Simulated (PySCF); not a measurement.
O₃, SMILES O=[O+][O-]. Atoms are numbered in the order given.

```xyz
3

O      0.0000     1.0634     0.2113
O      0.0000     0.0000    -0.4227
O      0.0000    -1.0634     0.2113
```

The structure is a stationary point at PBE0-D3(BJ)/def2-TZVP. The molecule may have multireference character, which single-reference levels describe poorly.

Level of theory: r2SCAN/def2-TZVPD (PySCF).

Symmetry labels are those of the subgroup C2v that the program uses (full group C2v).

Computed valence orbital energies around the gap with their symmetry:
```csv
orbital,symmetry,energy (eV)
HOMO−7,B2,-29.41
HOMO−6,A1,-20.23
HOMO−5,B1,-15.89
HOMO−4,B2,-15.42
HOMO−3,A1,-15.39
HOMO−2,A2,-9.46
HOMO−1,B2,-8.51
HOMO,A1,-8.17
LUMO,B1,-5.88
LUMO+1,A1,1.28
LUMO+2,A1,1.61
LUMO+3,B2,1.69
```
